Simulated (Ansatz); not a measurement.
Reaction: C2H6O (ethanol, SMILES CCO) → C2H5O (SMILES [CH2]CO, doublet) + H (doublet) (the C-H bond breaks)
Each species at its own B3LYP-D3(BJ)/def2-TZVP minimum (Ansatz, an electronic-structure program), one conformer.

Total energies in hartree (Ansatz). Open shells are spin-unrestricted; no spin-orbit coupling. Cores are frozen in correlated methods. No relativity. For partners of very few electrons the exact lower level stands in for a higher one.

```tsv
species	HF/cc-pVTZ	CCSD(T)/cc-pVTZ	HF/cc-pVQZ	CCSD(T)/cc-pVQZ	CCSD(T)/cc-pVDZ	CCSDT(Q)/cc-pVDZ
1: C2H6O (SMILES CCO)	-154.14243	-154.79527	-154.15422	-154.84492	-154.62297	-154.62460
2: C2H5O (SMILES OC[CH2], doublet)	-153.50816	-154.12077	-153.51994	-154.16940	-153.95376	-153.95544
3: H (doublet)	-0.49981	-0.49981	-0.49995	-0.49995	-0.49928	-0.49928
```

**Question.** Work out the bond dissociation energy (electronic) in kJ/mol: take Hartree-Fock from cc-pVQZ, extrapolate the CCSD(T) correlation energy as X^-3 (X = 3, 4), and add CCSDT(Q) - CCSD(T) in cc-pVDZ. 1 hartree = 2625.5 kJ/mol.

**Answer.** 
Species 1: correlation (64·(-0.69070) - 27·(-0.65284))/37 = -0.71833; step -0.00163; E1 = -154.15422 + (-0.71833) + (-0.00163) = -154.87418
Species 2: correlation (64·(-0.64946) - 27·(-0.61261))/37 = -0.67635; step -0.00168; E2 = -153.51994 + (-0.67635) + (-0.00168) = -154.19797
Species 3: correlation (64·(0.00000) - 27·(0.00000))/37 = 0.00000; step +0.00000; E3 = -0.49995 + (0.00000) + (+0.00000) = -0.49995
-1·E1 +1·E2 +1·E3 = 0.17626 hartree = 462.8 kJ/mol.
